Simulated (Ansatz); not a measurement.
# NO2F (nitryl fluoride): entropy by statistical mechanics

A singlet with charge 0, relaxed at BLYP/cc-pVTZ (Ansatz 0.2.0):

```xyz
4

O     0.1983    0.4749    1.1514
N     0.0963   -0.0867    0.1077
O     0.4929   -1.0974   -0.3785
F    -0.7876    0.7093   -0.8806
```

Harmonic wavenumbers in cm⁻¹: 509, 528, 705, 802, 1298, 1782.

Masses in u: O 15.999, N 14.007, F 18.998. Take T = 298.15 K, p = 1 bar, R = 8.3145 J/(mol K), kT/hc = 207.22 cm⁻¹, rigid rotor and harmonic oscillator.

Problem. Compute the standard molar entropy.

Solution. 
1. Translation (Sackur–Tetrode): S = R[3/2 ln M + 5/2 ln T − 1.1517] with M = 65.003 gives 160.9 J/(mol K).
2. Rotation: principal moments 39.194, 47.866, 87.059 u Å² give A, B, C = 0.4301, 0.3522, 0.1936 cm⁻¹; the symmetry number is σ = 2; q = (√π/σ)√((kT/hc)³/ABC) = 15437; S = R(ln q + 3/2) = 92.7.
3. Vibration: with u = ν̃/207.22, each mode gives R[u/(eᵘ − 1) − ln(1 − e⁻ᵘ)]; the sum is 7.4, most from 509 cm⁻¹ (2.7), 528 cm⁻¹ (2.5), 705 cm⁻¹ (1.3).
4. Spin: R ln 1 = 0.0.
5. Sum: 160.9 + 92.7 + 7.4 + 0.0 = 261.0 J/(mol K).

The tabulated value is 260.4 J/(mol K) (CRC Handbook of Chemistry and Physics): the model is off by +0.6.
